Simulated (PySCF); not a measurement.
PySCF input (HF/6-311G**):

```python
import numpy as np, basis_set_exchange as bse
from pyscf import gto, scf, dft, df

basis = {'H': gto.basis.parse(bse.get_basis('6-311G**', elements=['H'], fmt='nwchem')), 'S': gto.basis.parse(bse.get_basis('6-311G**', elements=['S'], fmt='nwchem'))}
mol = gto.M(
    atom='''
    S    -0.00000000   -0.00000000   -0.07935692
    H     0.00000000    0.00000000    1.26971067
    ''',
    basis=basis,
    charge=-1,
    verbose=4,
    max_memory=2160,
)
mf = scf.RHF(mol)
mf = mf.density_fit(auxbasis=df.autoaux(mol))
mf.conv_tol = 1e-9
mf.max_cycle = 100
print('smallest overlap eigenvalue', np.linalg.eigvalsh(mol.intor('int1e_ovlp'))[0])
mf.kernel()
dip = mf.dip_moment()
```

Output:

```
PySCF version 2.14.0

[INPUT] verbose = 4
[INPUT] num. atoms = 2
[INPUT] num. electrons = 18
[INPUT] charge = -1
[INPUT] spin (= nelec alpha-beta = 2S) = 0
[INPUT] symmetry False subgroup None
[INPUT] Mole.unit = angstrom
[INPUT] Symbol           X                Y                Z      unit          X                Y                Z       unit  Magmom
[INPUT]  1 S      0.000000000000   0.000000000000  -0.079356920000 AA    0.000000000000   0.000000000000  -0.149962844889 Bohr   0.0
[INPUT]  2 H      0.000000000000   0.000000000000   1.269710670000 AA    0.000000000000   0.000000000000   2.399405423738 Bohr   0.0

nuclear repulsion = 6.27606462232185
number of shells = 16
number of NR pGTOs = 53
number of NR cGTOs = 32
basis = {'H': [[0, [33.865, 0.0254938], [5.09479, 0.190373], [1.15879, 0.852161]], [0, [0.32584, 1.0]], [0, [0.102741, 1.0]], [1, [0.75, 1.0]]], 'S': [[0, [93413.4, 0.000743], [13961.7, 0.005793], [3169.91, 0.029954], [902.456, 0.119028], [297.158, 0.368432], [108.702, 0.577299]], [0, [108.702, 0.143186], [43.1553, 0.624465], [18.1079, 0.283366]], [0, [5.56009, 1.0]], [0, [2.13183, 1.0]], [0, [0.420403, 1.0]], [0, [0.136045, 1.0]], [1, [495.04, 0.008309], [117.221, 0.064024], [37.7749, 0.277614], [14.0584, 0.745076]], [1, [5.56574, 0.613712], [2.26297, 0.443818]], [1, [0.807994, 1.0]], [1, [0.27746, 1.0]], [1, [0.077141, 1.0]], [2, [0.65, 1.0]]]}
ecp = {}
ETB for H: l = 0, exps = 0.205482 * 1.8^n , n = 0..10
ETB for H: l = 1, exps = 0.852741 * 2^n , n = 0..2
ETB for H: l = 2, exps = 1.5 * 2.2^n , n = 0..0
ETB for S: l = 0, exps = 0.154282 * 1.8^n , n = 0..19
ETB for S: l = 1, exps = 0.154282 * 1.8^n , n = 0..16
ETB for S: l = 2, exps = 0.154282 * 1.8^n , n = 0..15
ETB for S: l = 3, exps = 0.727141 * 2.2^n , n = 0..5
smallest overlap eigenvalue 0.029509844782067425

******** <class 'pyscf.df.df_jk.DFRHF'> ********
method = DFRHF
initial guess = minao
damping factor = 0
level_shift factor = 0
DIIS = <class 'pyscf.scf.diis.CDIIS'>
diis_start_cycle = 1
diis_space = 8
diis_damp = 0
SCF conv_tol = 1e-09
SCF conv_tol_grad = None
SCF max_cycles = 100
direct_scf = False
Set gradient conv threshold to 3.16228e-05
Initial guess from minao.
******** <class 'pyscf.df.df.DF'> ********
auxbasis = {'H': [[0, [np.float64(73.3666746661153), 1]], [0, [np.float64(40.75926370339739), 1]], [0, [np.float64(22.644035390776324), 1]], [0, [np.float64(12.580019661542401), 1]], [0, [np.float64(6.988899811968), 1]], [0, [np.float64(3.8827221177600006), 1]], [0, [np.float64(2.1570678432), 1]], [0, [np.float64(1.198371024), 1]], [0, [np.float64(0.66576168), 1]], [0, [np.float64(0.3698676), 1]], [0, [np.float64(0.205482), 1]], [1, [np.float64(3.410964), 1]], [1, [np.float64(1.705482), 1]], [1, [np.float64(0.852741), 1]], [2, [np.float64(1.5), 1]]], 'S': [[0, [np.float64(10926.796555211227), 1]], [0, [np.float64(6070.442530672903), 1]], [0, [np.float64(3372.4680725960575), 1]], [0, [np.float64(1873.593373664476), 1]], [0, [np.float64(1040.8852075913755), 1]], [0, [np.float64(578.2695597729864), 1]], [0, [np.float64(321.260866540548), 1]], [0, [np.float64(178.47825918919335), 1]], [0, [np.float64(99.15458843844074), 1]], [0, [np.float64(55.08588246580041), 1]], [0, [np.float64(30.603268036555782), 1]], [0, [np.float64(17.001815575864324), 1]], [0, [np.float64(9.445453097702401), 1]], [0, [np.float64(5.247473943168001), 1]], [0, [np.float64(2.9152633017600005), 1]], [0, [np.float64(1.6195907232), 1]], [0, [np.float64(0.8997726240000001), 1]], [0, [np.float64(0.49987368000000004), 1]], [0, [np.float64(0.2777076), 1]], [0, [np.float64(0.154282), 1]], [1, [np.float64(1873.593373664476), 1]], [1, [np.float64(1040.8852075913755), 1]], [1, [np.float64(578.2695597729864), 1]], [1, [np.float64(321.260866540548), 1]], [1, [np.float64(178.47825918919335), 1]], [1, [np.float64(99.15458843844074), 1]], [1, [np.float64(55.08588246580041), 1]], [1, [np.float64(30.603268036555782), 1]], [1, [np.float64(17.001815575864324), 1]], [1, [np.float64(9.445453097702401), 1]], [1, [np.float64(5.247473943168001), 1]], [1, [np.float64(2.9152633017600005), 1]], [1, [np.float64(1.6195907232), 1]], [1, [np.float64(0.8997726240000001), 1]], [1, [np.float64(0.49987368000000004), 1]], [1, [np.float64(0.2777076), 1]], [1, [np.float64(0.154282), 1]], [2, [np.float64(1040.8852075913755), 1]], [2, [np.float64(578.2695597729864), 1]], [2, [np.float64(321.260866540548), 1]], [2, [np.float64(178.47825918919335), 1]], [2, [np.float64(99.15458843844074), 1]], [2, [np.float64(55.08588246580041), 1]], [2, [np.float64(30.603268036555782), 1]], [2, [np.float64(17.001815575864324), 1]], [2, [np.float64(9.445453097702401), 1]], [2, [np.float64(5.247473943168001), 1]], [2, [np.float64(2.9152633017600005), 1]], [2, [np.float64(1.6195907232), 1]], [2, [np.float64(0.8997726240000001), 1]], [2, [np.float64(0.49987368000000004), 1]], [2, [np.float64(0.2777076), 1]], [2, [np.float64(0.154282), 1]], [3, [np.float64(37.47417126112001), 1]], [3, [np.float64(17.033714209600006), 1]], [3, [np.float64(7.742597368000003), 1]], [3, [np.float64(3.5193624400000005), 1]], [3, [np.float64(1.5997102000000003), 1]], [3, [np.float64(0.727141), 1]]]}
init E= -397.825232903162
  HOMO = -0.297677036140605  LUMO = 0.097611088197883  gap/eV = 10.75634
cycle= 1 E= -398.087218712658  delta_E= -0.262  |g|= 0.328  |ddm|= 0.94
  HOMO = -0.0175879915581121  LUMO = 0.374091738747592  gap/eV = 10.65815
cycle= 2 E= -398.127901462799  delta_E= -0.0407  |g|= 0.166  |ddm|= 0.71
  HOMO = -0.084706579532508  LUMO = 0.358091679177086  gap/eV = 12.04915
cycle= 3 E= -398.134042617619  delta_E= -0.00614  |g|= 0.0199  |ddm|= 0.164
  HOMO = -0.0897206218496595  LUMO = 0.357941895865183  gap/eV = 12.18152
cycle= 4 E= -398.134169375731  delta_E= -0.000127  |g|= 0.00564  |ddm|= 0.0187
  HOMO = -0.0904931420413072  LUMO = 0.358043881172444  gap/eV = 12.20531
cycle= 5 E= -398.134189022004  delta_E= -1.96e-05  |g|= 0.000816  |ddm|= 0.0103
  HOMO = -0.0902349454079029  LUMO = 0.358156916150961  gap/eV = 12.20136
cycle= 6 E= -398.134189466546  delta_E= -4.45e-07  |g|= 0.000101  |ddm|= 0.00211
  HOMO = -0.0902370505046029  LUMO = 0.358161199812006  gap/eV = 12.20154
cycle= 7 E= -398.134189473785  delta_E= -7.24e-09  |g|= 2.2e-05  |ddm|= 0.000378
  HOMO = -0.0902343822959531  LUMO = 0.35816305752976  gap/eV = 12.20152
cycle= 8 E= -398.134189473975  delta_E= -1.9e-10  |g|= 3.25e-06  |ddm|= 6.18e-05
  HOMO = -0.0902355528552619  LUMO = 0.358162271436655  gap/eV = 12.20153
Extra cycle  E= -398.134189473979  delta_E= -4.43e-12  |g|= 1.1e-06  |ddm|= 6.56e-06
converged SCF energy = -398.134189473979

WARN: System has nonzero charge -1; the dipole moment is origin-dependent.
Location of origin: [0. 0. 0.]

Dipole moment(X, Y, Z, Debye):  0.00000,  0.00000,  0.96396
```
